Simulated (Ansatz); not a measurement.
```yaml
crystal:
  periodic: [false, false, false]
  atoms:
    - {symbol: Ge, position_ang: [-1.059973, -0.073071, -0.000328]}
    - {symbol: N, position_ang: [0.713988, 0.429717, 0.001246]}
    - {symbol: Si, position_ang: [2.359631, -0.077146, 0.000085]}
    - {symbol: H, position_ang: [0.718687, 1.444151, 0.003980]}
basis:
  gaussian: {orbitals: def2-TZVP}
magnetization: {spin_polarized: true, initial_magnetization: 2}
hamiltonian: {xc: pbe0}
relax: {f_tol: 0.004, max_steps: 80}
```

```sh
$ ansatz run in.yaml --threads 1 --pin off --events-out ev --progress --plain --max-ram 2176MiB
```

Steps of the relaxation (energy above the last step; positions in Å, forces in eV/Å):

```
4
step 1, 521.8 meV
Ge   -1.060   -0.073    0.000   -0.386   -0.521   -0.001
N     0.714    0.430    0.001    0.216    0.771    0.002
Si    2.360   -0.077    0.000    0.223   -0.546   -0.001
H     0.719    1.444    0.004   -0.053    0.296    0.001
```

```
4
step 2, 453.8 meV
Ge   -1.050   -0.116    0.000   -0.051   -0.305   -0.001
N     0.715    0.470    0.001    0.153    0.610    0.002
Si    2.342   -0.118    0.000   -0.021   -0.355   -0.001
H     0.726    1.489    0.004   -0.081    0.050    0.000
```

```
4
step 3, 409.3 meV
Ge   -0.967   -0.239   -0.001    0.208    0.097    0.139
N     0.718    0.598    0.002    0.500   -0.399   -0.530
Si    2.254   -0.251    0.000   -0.685    0.357    0.151
H     0.727    1.616    0.004   -0.023   -0.054    0.239
```

```
4
step 6, 319.9 meV
Ge   -0.926   -0.251    0.038    0.051   -0.205   -0.008
N     0.728    0.615   -0.155    0.277    0.603    0.230
Si    2.195   -0.253    0.046   -0.288   -0.118   -0.047
H     0.735    1.613    0.076   -0.041   -0.279   -0.176
```

```
4
step 9, 65.3 meV
Ge   -0.682   -0.529    0.036    0.149    0.120   -0.008
N     0.807    0.880   -0.143    0.797   -2.037    0.025
Si    1.804   -0.479    0.060   -0.874    1.093   -0.177
H     0.803    1.851    0.052   -0.073    0.823    0.159
```

```
4
step 15, 0.0 meV
Ge   -0.705   -0.525    0.013   -0.001   -0.001    0.000
N     0.855    0.858   -0.006    0.006   -0.008    0.001
Si    1.803   -0.470    0.019   -0.005    0.008    0.000
H     0.780    1.860   -0.021    0.000    0.001    0.000
```

```
4
step 16, 0.0 meV
Ge   -0.705   -0.525    0.013    0.000    0.000    0.000
N     0.855    0.858   -0.005   -0.001    0.003    0.000
Si    1.803   -0.470    0.019    0.001   -0.001    0.000
H     0.780    1.860   -0.021    0.000   -0.001    0.000
```

Close pairs at the end: N2–H4 1.005 Å, N2–Si3 1.632 Å, Ge1–N2 2.084 Å, Ge1–Si3 2.509 Å.

A stationary point of unrestricted PBE0 after 16 steps, with ⟨S²⟩ = 2.016 against 2.00 for a pure state; no frequencies were run, so it isn't proven a minimum. 2.5 min on 1 thread of Arm Neoverse V2, shared host.
